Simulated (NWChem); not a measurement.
System: C2H3F; SMILES FC=C

Input file for NWChem:

```
start job
memory heap 200 mb stack 900 mb global 1100 mb
geometry units angstroms noautosym nocenter noautoz
  C     -0.236674     1.168760     0.000000
  C      0.424893     0.019725     0.000000
  F     -0.184020    -1.161365     0.000000
  H     -1.328429     1.191023     0.000000
  H      0.316275     2.108353     0.000000
  H      1.515840    -0.075106     0.000000
end
basis spherical
  C library def2-svp
  F library def2-svp
  H library def2-svp
end
dft
  xc m06-2x
  iterations 150
end
cosmo
  do_cosmo_smd true
  solvent dmso
end
task dft energy
```

Parts of the log:

```
             Northwest Computational Chemistry Package (NWChem) 7.3.0
             --------------------------------------------------------

                             Geometry "geometry" -> ""
                             -------------------------

 Output coordinates in angstroms (scale by  1.889725989 to convert to a.u.)

  No.       Tag          Charge          X              Y              Z
 ---- ---------------- ---------- -------------- -------------- --------------
    1 C                    6.0000    -0.23667400     1.16876000     0.00000000
    2 C                    6.0000     0.42489300     0.01972500     0.00000000
    3 F                    9.0000    -0.18402000    -1.16136500     0.00000000
    4 H                    1.0000    -1.32842900     1.19102300     0.00000000
    5 H                    1.0000     0.31627500     2.10835300     0.00000000
    6 H                    1.0000     1.51584000    -0.07510600     0.00000000

 Effective nuclear repulsion energy (a.u.)      67.6384134860

                                 NWChem DFT Module
                                 -----------------

 Summary of "ao basis" -> "ao basis" (spherical)
 ------------------------------------------------------------------------------
       Tag                 Description            Shells   Functions and Types
 ---------------- ------------------------------  ------  ---------------------
 C                          def2-svp                 6       14   3s2p1d
 F                          def2-svp                 6       14   3s2p1d
 H                          def2-svp                 3        5   2s1p

 in cosmo_initialize ...
 calling solv_data for solv:dmso

 solvent parameters
 solvname_short: dmso
 solvname_long:  dimethylsulfoxide
 dielec:       46.8260
 dielecinf:     2.0079
 nonaqueous SMD model solvent descriptors
 dielec:       46.8260
 sola:          0.0000
 solb:          0.8800
 solc:          0.0000
 solg:         61.7800
 solh:          0.0000
 soln:          1.4170

          ---------------
          -cosmo- solvent
          ---------------
 Cosmo: York-Karplus, doi: 10.1021/jp992097l
 dielectric constant -eps-     =  46.83
 screen = (eps-1)/(eps    )    =   0.97864
 surface charge correction     = lagrangian

   van der Waals surface
 --------------------------

 ---------- ATOMIC COORDINATES (A.U.) ------------ VDWR(ANG.) --
     1   -0.44724901    2.20863615    0.00000000     1.850
     2    0.80293134    0.03727485    0.00000000     1.850
     3   -0.34774738   -2.19466162    0.00000000     1.730
     4   -2.51036681    2.25070712    0.00000000     1.200
     5    0.59767309    3.98420946    0.00000000     1.200
     6    2.86452224   -0.14192976    0.00000000     1.200
 number of segments per atom =        128
 number of   points per atom =        128
 atom (   nspa,  nppa )
 ----------------------
    1 (     66,     0 )       0
    2 (     48,     0 )       0
    3 (     88,     0 )       0
    4 (     54,     0 )       0
    5 (     54,     0 )       0
    6 (     54,     0 )       0
 number of -cosmo- surface points =      364
 molecular surface =     73.163 angstrom**2
 molecular volume  =     54.096 angstrom**3
 -lineq- algorithm             =   0
 -bem- low  level              =   3
 -bem- from -octahedral-
 gaussian surface charge width =   4.50000
 degree of switching           =   1.00000
 switching function tolerance  =   0.00010
 atomic radii =
 --------------
    1  6.000  1.850
    2  6.000  1.850
    3  9.000  1.730
    4  1.000  1.200
    5  1.000  1.200
    6  1.000  1.200
 ...... end of -cosmo- initialization ......

 nat:                     6
 ixmem:                  2111
 calling mnsol_interface()
 G(SMD-CDS) energy (kcal/mol)  =     2.263
 SMD-CDS SASA (angstrom**2)    =    95.158

            General Information
            -------------------
          SCF calculation type: DFT
          Wavefunction type:  closed shell.
          No. of atoms     :     6
          No. of electrons :    24
           Alpha electrons :    12
            Beta electrons :    12
          Charge           :     0
          Spin multiplicity:     1
          Use of symmetry is: off; symmetry adaption is: off
          Maximum number of iterations: 150
          AO basis - number of functions:    57
                     number of shells:    27
          Convergence on energy requested:  1.00D-06
          Convergence on density requested:  1.00D-05
          Convergence on gradient requested:  5.00D-04

              XC Information
              --------------
                       M06-2X Method XC Functional
                     Hartree-Fock (Exact) Exchange  0.540
                        M06-2X Exchange Functional  1.000
                      M06-2X Correlation Potential  1.000

             Grid Information
             ----------------
          Grid used for XC integration:  medium
          Radial quadrature: Mura-Knowles
          Angular quadrature: Lebedev.
          Tag              B.-S. Rad. Rad. Pts. Rad. Cut. Ang. Pts.
          ---              ---------- --------- --------- ---------
          C                   0.70       49           8.0       434
          F                   0.50       49           9.0       434
          H                   0.35       45           9.0       434
          Grid pruning is: on
          Number of quadrature shells:   282
          Spatial weights used:  Erf1

      Superposition of Atomic Density Guess
      -------------------------------------

 Sum of atomic energies:        -176.03996945

      Non-variational initial energy
      ------------------------------

 Total energy =    -177.356868
 1-e energy   =    -375.001814
 2-e energy   =     130.006532
 HOMO         =      -0.305612
 LUMO         =       0.045304

   convergence    iter        energy       DeltaE   RMS-Dens  Diis-err
 ---------------- ----- ----------------- --------- --------- ---------
     COSMO gas phase
 d= 0,ls=0.0,diis     1   -177.5661323767 -2.45D+02  1.20D-02  3.54D-01
 d= 0,ls=0.0,diis     2   -177.5794621751 -1.33D-02  5.60D-03  3.22D-01
 d= 0,ls=0.0,diis     3   -177.6107761793 -3.13D-02  1.10D-03  6.09D-03
 d= 0,ls=0.0,diis     4   -177.6115003533 -7.24D-04  3.26D-04  5.65D-04
 d= 0,ls=0.0,diis     5   -177.6115613376 -6.10D-05  1.32D-04  1.18D-04
  Resetting Diis
 d= 0,ls=0.0,diis     6   -177.6115733124 -1.20D-05  2.32D-05  3.26D-06
 d= 0,ls=0.0,diis     7   -177.6115736712 -3.59D-07  9.17D-06  2.22D-07

   convergence    iter        energy       DeltaE   RMS-Dens  Diis-err
 ---------------- ----- ----------------- --------- --------- ---------
     COSMO solvation phase
 d= 0,ls=0.0,diis     1   -177.6119913728 -4.18D-04  1.56D-03  1.62D-03
 d= 0,ls=0.0,diis     2   -177.6124242942 -4.33D-04  3.38D-04  3.47D-04
 d= 0,ls=0.0,diis     3   -177.6124528235 -2.85D-05  1.36D-04  1.07D-04
 d= 0,ls=0.0,diis     4   -177.6124627981 -9.97D-06  3.60D-05  4.80D-06
 d= 0,ls=0.0,diis     5   -177.6124633262 -5.28D-07  9.64D-06  3.62D-07

         Total DFT energy =     -177.612463326239
      One electron energy =     -377.221392681876
           Coulomb energy =      154.179008338261
    Exchange-Corr. energy =      -22.300771895032
 Nuclear repulsion energy =       67.638413486004

             COSMO energy =        0.092279426404

 Numeric. integr. density =       24.000001595241

                                COSMO-SMD solvation results
                                ---------------------------

             internal energy in gas <Psi(g)|H|Psi(g)> =      -177.611573671250
         internal energy in solvent <Psi(s)|H|Psi(s)> =      -177.611033082533
                               delta internal energy  =         0.000540588717 (    0.34 kcal/mol)
   total free energy in solvent <Psi(s)|H+V/2|Psi(s)> =      -177.616070015740
 polarization energy contribution <Psi(s)|V/2|Psi(s)> =        -0.005036933207 (   -3.16 kcal/mol)
    total free energy in solvent including G(SMD-CDS) =      -177.612463326239
                       G(SMD-CDS) energy contribution =         0.003606689501 (    2.26 kcal/mol)
     1 M fixed-concentration free energy of solvation =        -0.000889654989 (   -0.56 kcal/mol)

                       DFT Final Molecular Orbital Analysis
                       ------------------------------------

 Vector   10  Occ=2.000000D+00  E=-4.737059D-01
              MO Center= -1.6D-01,  8.5D-01, -3.4D-11, r^2= 2.2D+00
   Bfn.  Coefficient  Atom+Function         Bfn.  Coefficient  Atom+Function
  ----- ------------  ---------------      ----- ------------  ---------------
    48      0.337082  5 H  s                  5      0.321078  1 C  py
    33     -0.268874  3 F  py                 4      0.245155  1 C  px
    32      0.213103  3 F  px                43     -0.211660  4 H  s
    36      0.189152  3 F  py                35     -0.147671  3 F  px
    49      0.136992  5 H  s                  8      0.121826  1 C  py

 Vector   11  Occ=2.000000D+00  E=-4.417540D-01
              MO Center=  1.7D-01,  8.6D-02, -6.2D-10, r^2= 2.2D+00
   Bfn.  Coefficient  Atom+Function         Bfn.  Coefficient  Atom+Function
  ----- ------------  ---------------      ----- ------------  ---------------
    32      0.356570  3 F  px                53      0.318675  6 H  s
    18      0.302069  2 C  px                 4     -0.280355  1 C  px
    35     -0.251260  3 F  px                43      0.233327  4 H  s
    54      0.141708  6 H  s                 19     -0.136215  2 C  py
    44      0.127556  4 H  s                  3     -0.126601  1 C  s

 Vector   12  Occ=2.000000D+00  E=-3.256482D-01
              MO Center=  1.9D-02,  5.1D-01, -4.1D-09, r^2= 1.6D+00
   Bfn.  Coefficient  Atom+Function         Bfn.  Coefficient  Atom+Function
  ----- ------------  ---------------      ----- ------------  ---------------
     6      0.416595  1 C  pz                20      0.377975  2 C  pz
     9      0.311427  1 C  pz                34      0.258667  3 F  pz
    23      0.221587  2 C  pz                37     -0.214368  3 F  pz
    25      0.025352  2 C  d -1

 Vector   13  Occ=0.000000D+00  E= 5.772373D-02
              MO Center=  1.1D-01,  5.5D-01, -7.2D-09, r^2= 2.1D+00
   Bfn.  Coefficient  Atom+Function         Bfn.  Coefficient  Atom+Function
  ----- ------------  ---------------      ----- ------------  ---------------
     9      0.672528  1 C  pz                23     -0.674984  2 C  pz
    20     -0.471308  2 C  pz                 6      0.381406  1 C  pz
    37      0.201262  3 F  pz                34     -0.179802  3 F  pz

 Vector   14  Occ=0.000000D+00  E= 1.378643D-01
              MO Center=  1.2D+00,  1.0D+00,  1.7D-09, r^2= 4.2D+00
   Bfn.  Coefficient  Atom+Function         Bfn.  Coefficient  Atom+Function
  ----- ------------  ---------------      ----- ------------  ---------------
    54      1.500988  6 H  s                 49      1.398696  5 H  s
    17     -0.964837  2 C  s                  3     -0.891930  1 C  s
    21     -0.684401  2 C  px                 8     -0.542901  1 C  py
    18     -0.257211  2 C  px                 5     -0.176546  1 C  py
    31     -0.169576  3 F  s                 22     -0.140064  2 C  py

 Vector   15  Occ=0.000000D+00  E= 1.521735D-01
              MO Center= -1.2D+00,  1.2D+00,  3.7D-10, r^2= 3.8D+00
   Bfn.  Coefficient  Atom+Function         Bfn.  Coefficient  Atom+Function
  ----- ------------  ---------------      ----- ------------  ---------------
     3      2.131969  1 C  s                 44     -2.018179  4 H  s
    49     -0.704705  5 H  s                  7     -0.626143  1 C  px
    54      0.517721  6 H  s                 17     -0.466931  2 C  s
    22     -0.274976  2 C  py                 2      0.203195  1 C  s
     4     -0.192609  1 C  px                 8      0.173180  1 C  py

     Multipole analysis of the density
     ---------------------------------

     L   x y z        total         alpha         beta         nuclear
     -   - - -        -----         -----         ----         -------
     0   0 0 0     -0.000000    -12.000000    -12.000000     24.000000

     1   1 0 0      0.370112      0.206958      0.206958     -0.043804
     1   0 1 0      0.525730      0.354616      0.354616     -0.183502
     1   0 0 1      0.000000      0.000000      0.000000      0.000000

     2   2 0 0    -11.117068    -16.069224    -16.069224     21.021379
     2   1 1 0     -0.418608      1.067698      1.067698     -2.554003
     2   1 0 1      0.000000      0.000000      0.000000      0.000000
     2   0 2 0    -12.901600    -53.243493    -53.243493     93.585387
     2   0 1 1      0.000000      0.000000      0.000000      0.000000
     2   0 0 2    -13.995254     -6.997627     -6.997627      0.000000
```

Level: M06-2X/def2-SVP, SMD on the gas-phase geometry. Structure relaxed at the PBE0/def2-SVP level. Solvent: dimethyl sulfoxide.
